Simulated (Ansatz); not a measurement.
# AlH (SMILES [AlH]) at MP2/cc-pVTZ

What is the vertical ionisation energy of AlH at MP2/cc-pVTZ? 

The results are computed with Ansatz 0.2.0.

53 further runs of the same task are left out: 53 set aside as unsound or not needed.

## (1) Starting point

AlH: 2 atoms, total charge 0, spin state singlet. SMILES: `[AlH]`. Geometry: a GFN2-xTB relaxation, a rough one for these elements and not checked as a minimum.

Bond lengths: Al1–H2 1.613 Å.

## (2) The energy at MP2/cc-pVTZ

Input file input.yaml:

```yaml
crystal:
  periodic: [false, false, false]
  atoms:
    - {symbol: Al, position_ang: [0.000000, 0.000000, 0.000000]}
    - {symbol: H, position_ang: [0.000000, 0.000000, 1.613470]}
basis:
  gaussian: {orbitals: cc-pVTZ}
correlation: {method: mp2, frozen_orbitals: {Al: 5, H: 0}}
accuracy: high
```

Launch:

```
$ ansatz run input.yaml --threads 1 --pin off --max-ram 2610MiB --events-out events.jsonl --progress --plain --runs-dir runs
```

Standard output:

```text
Warning: RAYON_NUM_THREADS=1 ignored (pool sized by the plan → 1); use --threads N
Functional definition: HF
  name "HF"
  exchange = exact_x
  correlation = 0
632 factors; integrals over basis functions are off by at most 3.7e-9 eV
mean field evaluation 1: about -6597.4171 eV, gradient 6.6e0 eV
mean field evaluation 2: about -6597.4184 eV, gradient 6.6e0 eV
mean field evaluation 4: about -6597.7127 eV, gradient 4.1e-1 eV
mean field evaluation 8: about -6597.7138 eV, gradient 3.3e-4 eV
mean field -6597.71379508 eV, -242.4615098782 hartree, gradient 4.5e-8 eV, S^2 0.000000; 0 other end points of the search recorded, 0 dependent functions left out; unrestricted orbitals would lower it
mean field evaluation 16: about -6597.7288 eV, gradient 9.3e-2 eV
5 core orbitals not correlated: weight in the atoms' cores, before any rotation towards them, 1.000 or more for the frozen orbitals, at most 0.000 for the correlated occupied ones
reference -6597.71379508 eV, -242.4615098782 hartree; 2, 2 occupied and 41, 41 virtual orbitals, 632 factors
second order -1.68921009 eV of doubles, -0.00000000 eV of singles
Total energy: -6599.40300517 eV, -242.5235872040 hartree
```

It took 0.46 s on 1 thread of Intel Xeon Platinum 8259CL at 2.50GHz (Skylake/Cascade Lake), shared host.

## (3) The doublet cation, same level

Input file run.yaml:

```yaml
crystal:
  periodic: [false, false, false]
  atoms:
    - {symbol: Al, position_ang: [0.000000, 0.000000, 0.000000]}
    - {symbol: H, position_ang: [0.000000, 0.000000, 1.613470]}
basis:
  gaussian: {orbitals: cc-pVTZ}
total_charge: 1
magnetization: {spin_polarized: true, initial_magnetization: 1}
correlation: {method: mp2, frozen_orbitals: {Al: 5, H: 0}}
accuracy: high
```

Launch:

```
$ ansatz run run.yaml --threads 1 --pin off --max-ram 2610MiB --events-out events.jsonl --progress --plain --runs-dir runs
```

Standard output:

```text
Warning: RAYON_NUM_THREADS=1 ignored (pool sized by the plan → 1); use --threads N
[... 4 set-up lines as earlier in the session ...]
632 factors; integrals over basis functions are off by at most 3.7e-9 eV
mean field evaluation 1: about -6589.9291 eV, gradient 6.0e0 eV
mean field evaluation 2: about -6589.9300 eV, gradient 6.0e0 eV
mean field evaluation 4: about -6590.4731 eV, gradient 8.1e-1 eV
mean field evaluation 8: about -6590.4896 eV, gradient 1.4e-3 eV
mean field -6590.48956342 eV, -242.1960242615 hartree, gradient 5.8e-8 eV, S^2 0.778216; 0 other end points of the search recorded, 0 dependent functions left out
5 core orbitals not correlated: weight in the atoms' cores, before any rotation towards them, 1.000 or more for the frozen orbitals, at most 0.000 for the correlated occupied ones
reference -6590.48956342 eV, -242.1960242615 hartree; 2, 1 occupied and 41, 42 virtual orbitals, 632 factors
second order -0.90338555 eV of doubles, -0.00000000 eV of singles
Total energy: -6591.39294897 eV, -242.2292230681 hartree
```

It took 0.48 s on 1 thread of Intel Xeon Platinum 8259CL at 2.50GHz (Skylake/Cascade Lake), shared host; peak memory 0.096 GiB.

## (4) What came out

At MP2/cc-pVTZ, 5 core orbitals frozen:

```
                                                   quantity          value
                                  singlet AlH: total energy  -242.52359 Eh
   singlet AlH: correlation energy (5 core orbitals frozen)      -62.1 mEh
                               doublet cation: total energy  -242.22922 Eh
doublet cation: correlation energy (5 core orbitals frozen)      -33.2 mEh
          doublet cation: ⟨S²⟩ of the reference determinant          0.778
         vertical ionisation energy (to the doublet cation)       8.010 eV
```

What this shows: Removing an electron at fixed nuclei costs 8.01 eV (185 kcal/mol). The restricted solution (singlet AlH) is unstable to spin breaking: an unrestricted one lies lower.
